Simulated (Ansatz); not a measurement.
# What a trial cell of VCd relaxes into

Level of theory: DFT PBE, scalar-relativistic, plane waves, PAW in Ansatz 0.2.0. Cutoff 420 eV, Γ-centred k mesh, Gaussian smearing, collinear spin, first started from parallel moments.

A relaxed cell is given with its space group left out.

```yaml
crystal:
  lattice:
    - [2.84001, 0.00000, 0.00000]
    - [-1.42001, 2.45952, 0.00000]
    - [0.00000, 0.00000, 4.93758]
  atoms:
    - { symbol: V, position: [0.00000, 0.00000, 0.00000] }
    - { symbol: Cd, position: [0.66667, 0.33333, 0.50000] }
```

Energies over the elements count from the elements' standard structures at the same level, with no empirical corrections.

Question: What space group does it have?

Answer: P-6m2 (No. 187). Conventional cell: a = 2.840 Å, c = 4.938 Å. V is coordinated by 6 V at 2.84 Å and 6 Cd at 2.96 Å; Cd has 6 Cd at 2.84 Å and 6 V at 2.96 Å.

Question: What is its formation energy per atom?

Answer: 0.47 eV/atom.

Question: Is it a metal?

Answer: Yes, bands cross the Fermi level on the 24×24×12 mesh.

Question: What net moment does it keep?

Answer: 0.42 μB per atom, with site moments up to 0.68 μB.

The final run used a 24×24×12 mesh on its 2-atom cell and 0.10 eV smearing. For metals, differences of a few meV/atom aren't resolved. The cell came from a trial start, so VCd may not exist in this structure.

Cost: 3 runs of about 3.9 core-minutes in all, on Intel Xeon 6975P-C (Granite Rapids) (shared hosts).